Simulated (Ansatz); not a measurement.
The input, for Ansatz 0.2.0:

```yaml
crystal:
  periodic: [false, false, false]
  atoms:
    - {symbol: Al, position_ang: [0.000000, 0.000000, 0.574312]}
    - {symbol: C, position_ang: [0.000000, 0.000000, -1.315163]}
    - {symbol: H, position_ang: [0.000000, 1.382040, 1.347560]}
    - {symbol: H, position_ang: [0.000000, -1.382040, 1.347560]}
    - {symbol: H, position_ang: [0.000000, 0.000000, -2.397288]}
basis:
  gaussian: {orbitals: 6-31G, fitting: {mean_field: def2-universal-jkfit}}
magnetization: {spin_polarized: false, initial_magnetization: 2}
correlation: {method: ccsdt_q, electrons: outside_noble_gas}
scf: {omitted_lower_state_checks: [cluster_reference]}
```

```sh
$ ansatz run in.yaml --threads 1 --pin off --events-out ev --progress --plain --max-ram 2393MiB
```

Log:

```
these checks for a lower state are left out or cut short: cluster_reference
257 factors; integrals over basis functions are off by at most 9.6e-2 eV
mean field evaluation 1: about -7655.8059 eV, gradient 1.1e1 eV
mean field evaluation 2: about -7656.5510 eV, gradient 2.8e0 eV
mean field evaluation 4: about -7656.6053 eV, gradient 1.8e-1 eV
mean field -7656.60561283 eV, -281.3750664379 hartree, gradient 1.0e-6 eV, S^2 2.000000; 0 other end points of the search recorded, 0 dependent functions left out
6 core orbitals not correlated: weight in the atoms' cores, before any rotation towards them, 1.000 or more for the frozen orbitals, at most 0.000 for the correlated occupied ones
reference -7656.60561283 eV, -281.3750664379 hartree; 6, 4 occupied and 16, 18 virtual orbitals, 257 factors
second order -2.30057942 eV of doubles, -0.09404557 eV of singles
cycle   1  -2.89565336 eV  change   -5.0e-1 eV  update   6.4e-2
cycle   2  -3.18266999 eV  change   -2.9e-1 eV  update   2.9e-2
cycle   3  -3.21543475 eV  change   -3.3e-2 eV  update   1.1e-2
cycle   4  -3.22032534 eV  change   -4.9e-3 eV  update   5.1e-3
cycle   5  -3.22203329 eV  change   -1.7e-3 eV  update   2.1e-3
cycle   6  -3.22231073 eV  change   -2.8e-4 eV  update   9.0e-4
cycle   7  -3.22239932 eV  change   -8.9e-5 eV  update   4.5e-4
cycle   8  -3.22252287 eV  change   -1.2e-4 eV  update   2.0e-4
cycle   9  -3.22248461 eV  change    3.8e-5 eV  update   9.4e-5
cycle  10  -3.22244301 eV  change    4.2e-5 eV  update   3.9e-5
cycle  11  -3.22244211 eV  change    9.0e-7 eV  update   1.8e-5
cycle  12  -3.22244208 eV  change    3.1e-8 eV  update   8.5e-6
cycle  13  -3.22244700 eV  change   -4.9e-6 eV  update   3.7e-6
cycle  14  -3.22244664 eV  change    3.6e-7 eV  update   1.6e-6
cycle  15  -3.22244513 eV  change    1.5e-6 eV  update   7.7e-7
cycle  16  -3.22244455 eV  change    5.8e-7 eV  update   3.2e-7
perturbative correction -0.00315254 eV, -0.0001158538 hartree
Total energy: -7659.83120992 eV, -281.4936049445 hartree
Checks for a lower state left out: cluster_reference
```

Ran on 1 thread of Intel Xeon Platinum 8259CL, shared host: 4.7 s wall, 0.15 GiB peak host memory.
